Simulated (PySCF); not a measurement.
Gas-phase reaction: 5 SiH₂F → SiF₃ + 2 Si₂H₅ + 2 F

Energies from PySCF, thermal terms from the rigid-rotor harmonic-oscillator model, ideal gas at 1 bar. † marks an energy on the PBE0/def2-TZVP geometry and frequencies; other levels use their own. CCSD(T) freezes the core. Open shells (unrestricted): SiH₂F (multiplicity 2), SiF₃ (multiplicity 2), Si₂H₅ (multiplicity 2), F (multiplicity 2). Spin-orbit splitting is ignored; it lowers the true energy and changes the entropy of F. B3LYP is the form with VWN-RPA correlation. SiH₂F, Si₂H₅: computed as isolated molecules; such fragments, hydroxides, amides, oligomers or adducts are transient or little studied in the gas. CCSD(T) isn't extrapolated to the basis-set limit.

PBE/def2-SVP gives ΔH°(298 K) = 513 kJ.

Q: What do B3LYP/def2-TZVP†, CCSD(T)/def2-TZVPP†, ωB97M-V/def2-TZVP† give?

A: B3LYP/def2-TZVP†: 543 kJ; CCSD(T)/def2-TZVPP†: 497 kJ; ωB97M-V/def2-TZVP†: 513 kJ. For scale, ΔH°(298 K) is 513 kJ at this level, 513 kJ at ωB97M-V/def2-TZVP†, and runs from 323 to 651 kJ over the 20 levels computed († marks an energy on the PBE0/def2-TZVP geometry).
